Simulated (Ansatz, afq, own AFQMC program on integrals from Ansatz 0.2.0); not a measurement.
Two steps: Ansatz 0.2.0 writes the Fock matrix and Cholesky factors of the valence space, and afq projects on them the lowest state that overlaps trial and start.

```yaml
crystal:
  periodic: [false, false, false]
  atoms:
    - {symbol: Ge, position_ang: [0.000000, -0.037758, 0.029417]}
    - {symbol: H, position_ang: [0.000000, 1.989062, -3.483863]}
    - {symbol: H, position_ang: [0.000000, 0.732061, 1.363818]}
basis:
  gaussian: {orbitals: cc-pVDZ}
magnetization: {spin_polarized: true, initial_magnetization: 2}
correlation: {method: ccsd_t, electrons: outside_noble_gas, hamiltonian_folder: ham}
```

```sh
$ ansatz run in.yaml --threads 1 --pin off --events-out ev --progress --plain --max-ram 1382MiB
```

afq runs on the folder ham with

```
--method phaseless --trial cisd --walkers 110 --populations 1 --least-time 40 --time-step 0.005 --steps-per-block 50 --equilibration-blocks 40 --max-blocks 300 --target-error 0.00058 --factor-cut 1e-05 --start spin_pure --seed 329 --release-times 0.24,0.5,1,1.5 --release-step 0.02 --release-every 4 --taylor-order 6
```

Times are imaginary, in 1/Eh. The walk had a cap of 505 s. Filled inner d shells are frozen with the cores.

Output of the walk:

```
orbitals 23  electrons 4 2  factors 145 of 416
reference energy -2076.36117576 Eh
CCSD correlation -0.08204974 Eh in 15 cycles, weight of the determinant in the CISD state 0.9325
energy of the start -2076.443150 Eh
 block  time / (1/Eh)  mean weight  energy / Eh
     1     0.250  1.0014  -2076.442895
     2     0.500  1.0010  -2076.443126
     3     0.750  0.9998  -2076.443556
     4     1.000  0.9995  -2076.443606
     5     1.250  1.0005  -2076.443863
     8     2.000  1.0004  -2076.444320
    11     2.750  0.9989  -2076.444534
    26     6.500  0.9999  -2076.444564
    41    10.250  0.9995  -2076.446849
    56    14.000  1.0002  -2076.444693
    71    17.750  0.9983  -2076.444188
    86    21.500  0.9999  -2076.445864
    91    22.750  0.9999  -2076.443950
   101    25.250  0.9997  -2076.444448
   116    29.000  1.0005  -2076.444805
   131    32.750  0.9993  -2076.444461
   146    36.500  1.0015  -2076.444475
   161    40.250  1.0001  -2076.445152
   176    44.000  1.0000  -2076.445138
   191    47.750  0.9984  -2076.444911
   196    49.000  0.9988  -2076.446253
blocks merged  error / Eh  count
     1  0.000055  160
     2  0.000071  80
     4  0.000087  40
     8  0.000104  20
    16  0.000098  10
released: time / (1/Eh)  energy / Eh  error  mean overlap
  0.24  -2076.444829  0.000105  0.9980
  0.50  -2076.444870  0.000109  0.9954
  1.00  -2076.444854  0.000101  1.0002
  1.50  -2076.444922  0.000091  0.9945
energy -2076.444903 +/- 0.000104 Eh
(rows thinned)
```

The run passed its tests (sampling time, drift between the halves within three errors, error under three times the target), which doesn't prove that it has relaxed.

Against this walk (error 2.8 meV) on the same determinant: CCSD(T) 8.6 meV higher, CCSDT(Q) 3.7 meV lower (within the noise), full CI for this spin (own frozen core, lowest symmetry allowed) 0.7 meV lower (within the noise). The error is statistical and leaves out the bias of the constraint. Released to 1.50 1/Eh the energy moves by -1 ± 4 meV (both errors), within twice the noise.

Cautions: constraint bias not in the error; no relativity below Rb; no spin-orbit coupling; inner d shell frozen; lower spins were not checked.

The walk took 99 s on 1 thread of Arm Neoverse V1, on a shared host. The log's last line is the phaseless energy.

CCSDT and higher add their correlation energy to the determinant of the CCSD(T) run, since their own runs factorise the integrals more tightly (a shift of under 2 meV). A walk keeps the symmetry of its determinant, which the program's search chose and which needn't be the lowest solution, so a lower state of the same spin and another symmetry isn't excluded.
